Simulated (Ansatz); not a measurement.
This script makes a ladder of basis sets of C2H5S, SMILES [CH2]SC with the Python package of Ansatz (0.2.0).

Script `run_basis.py`:
```python
"""Basis-set convergence for C2H5S."""

import ansatz as az


def main() -> None:
    c2h5s = (
        az.Crystal.molecule()
        .atom("C", (-0.7345, 1.0857, -0.6551))
        .atom("S", (0.852, 0.6255, -0.5011))
        .atom("C", (0.6117, -0.8661, 0.4791))
        .atom("H", (-1.5223, 0.5798, -0.226))
        .atom("H", (-1.0063, 2.0223, -1.2469))
        .atom("H", (0.174, -0.6124, 1.4495))
        .atom("H", (1.6502, -1.3115, 0.6914))
        .atom("H", (0.0672, -1.5804, -0.0466))
    )

    calc = c2h5s.calculation()
    calc = calc.functional("hf")
    calc = calc.spin("collinear", total=1).accuracy("medium")

    energies = {}
    for basis in ["cc-pVDZ", "cc-pVTZ"]:
        report = calc.basis(gaussian=basis).run().report
        size = report["n_frozen"] + report["n_occupied"][0] + report["n_virtual"][0]
        energies[basis] = (report["reference_energy_ev"] / 27.211386246, report["free_energy_ev"] / 27.211386246)
        print(f"{basis:14s} {size:4d} orbitals  reference {energies[basis][0]:14.6f} Ha  total {energies[basis][1]:14.6f} Ha")

    last = energies["cc-pVTZ"][1]
    for basis, (_, total) in energies.items():
        print(f"{basis:14s} lies {27.211386 * (total - last):9.4f} eV above cc-pVTZ")


if __name__ == "__main__":
    main()
```

How far does the total energy move along this ladder of basis sets?

Against cc-pVDZ: cc-pVTZ -44.8 mHa. The last step alone is -44.80 mHa. From the first set to the last the time grows from 0.7 to 3.0 s.

The run itself:

```console
$ python run_basis.py
cc-pVDZ          71 orbitals  reference    -476.119549 Ha  total    -476.119549 Ha
cc-pVTZ         164 orbitals  reference    -476.164353 Ha  total    -476.164353 Ha
cc-pVDZ        lies    1.2192 eV above cc-pVTZ
cc-pVTZ        lies    0.0000 eV above cc-pVTZ
```

Reading the output:
- The settings weren't tested for convergence.
- The geometry is a force-field or estimated start, not a minimum of this method, and the last set is no limit. Much of the fall in a total is atomic energy, which cancels in bond and reaction energies.
- The species is open-shell (spin multiplicity 2).
- For Al to Cl the sets with a tight d function, cc-pV(X+d)Z, are usual.
- Run time: 4.2 s on 1 thread of Arm Neoverse V1, on a shared host, peak memory 0.38 GiB.
